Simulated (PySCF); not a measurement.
Two species compared at the same levels of theory.

First species: C3H8P2.
Bonds: C1–P2 (double), P2–P3, P3–C4, P3–C5. Hydrogens: H6, H7 on C1; H8, H9, H10 on C4; H11, H12, H13 on C5.

Second species: C5H7Cl.
SMILES: `C=C(C)/C=C/Cl`

Levels: wB97X-D/def2-SVPD for dipole moment, HOMO energy, LUMO energy, HOMO–LUMO gap, static isotropic polarisability and electronic spatial extent ⟨r²⟩ about the centre of nuclear charge; TDDFT wB97X-D/def2-SVPD for lowest singlet excitation; TDA wB97X-D/def2-SVPD for lowest triplet excitation (Tamm–Dancoff); GFN2-xTB for rotational constant A and rotational constant C. Geometries: GFN2-xTB. Each structure is a single optimised conformer of the isolated species, non-relativistic unless stated. Electronic properties by PySCF.

Dipoles, sizes and rotational constants follow the conformer. The torsions of the flexible species, by atom-mapped SMILES:
- `[CH2:1]=[P:2][P:3]([CH3:4])[CH3:5]`: C1–P2–P3–C4 125°
- `[CH2:1]=[C:2]([CH3:3])/[CH:4]=[CH:5]/[Cl:6]`: C1–C2–C4–C5 180°

Which has the higher LUMO energy?

The second: 0.64 eV against 0.00 eV, a difference of 0.64 eV.

Which has the higher HOMO energy?

The first: -8.19 eV against -8.49 eV, a difference of 0.30 eV.

Which of the two has the higher rotational constant C, and by how much?

The first: 1.834 GHz against 1.086 GHz, a difference of 0.748 GHz.

Which has the higher T1 energy?

The second: 3.23 eV against 2.99 eV, a difference of 0.24 eV.

Which has the higher ⟨r²⟩?

The second: 1016 bohr² against 761 bohr², a difference of 255 bohr².

Which has the higher rotational constant A?

The second: 8.328 GHz against 5.010 GHz, a difference of 3.318 GHz.

Which of the two has the higher dipole moment, and by how much?

The second: 1.81 D against 0.63 D, a difference of 1.18 D.

Which of the two has the higher HOMO–LUMO gap, and by how much?

The second: 9.13 eV against 8.19 eV, a difference of 0.94 eV.

On the first: S1 lies 4.65 eV below the HOMO–LUMO gap; its leading configuration is HOMO→LUMO, weight 0.96. No computed singlet falls in the visible range (750 to 380 nm, 1.65 to 3.26 eV); S1 lies 0.28 eV above its blue end.

On the second: The polarisability is 11.97 Å³ as a volume (1 au = 0.148185 Å³), or 1.50 au for each of the 54 electrons. The vertical singlet–triplet gap S1 − T1 is 2.38 eV (TDDFT singlet less Tamm–Dancoff triplet; S1: HOMO→LUMO, weight 0.97; T1: HOMO→LUMO, weight 0.93).
